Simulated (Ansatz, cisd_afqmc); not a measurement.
Species: NH, charge 0, triplet. NH (SMILES [NH], triplet).
HTBH set geometry:
```
N
H 1 1.0367
```
Charge 0, spin multiplicity 3.

Total energies in aug-cc-pVDZ, 6 correlated electrons, 1 frozen orbitals. Radicals and triplets start from unrestricted determinants; spin-orbit coupling is neglected. Cores are frozen in correlated methods. No relativity. AFQMC is phaseless with a CISD trial state; ± is one standard error, without the phaseless bias. Outlying blocks are dropped, and bars are widened where a walk drifts. Over all cases where full CI ran beside it in this data, AFQMC minus full CI had a median of +0.1 mEh and passed +0.4 mEh in a tenth of the cases. Full CI freezes restricted core orbitals and the other rows unrestricted ones, which leaves a small offset even where coupled cluster is exact.

```tsv
method	program	energy (Eh)	error against FCI (mEh)
HF	Ansatz	-54.97199	134.12
MP2	Ansatz	-55.08255	23.56
CCSD	Ansatz	-55.10314	2.97
CCSD(T)	Ansatz	-55.10560	0.51
CCSDT(Q)	Ansatz	-55.10617	-0.06
CCSDTQ	Ansatz	-55.10618	-0.07
AFQMC/CISD	cisd_afqmc	-55.1060 ± 0.0001	0.2 ± 0.1
FCI	Ansatz	-55.10611	0.00
```

Rough core times of Ansatz's runs on a shared machine: CCSD(T) under 20 s, CCSDT(Q) under 20 s, CCSDTQ 90 s, FCI 50 s.

Ansatz is an electronic-structure program.
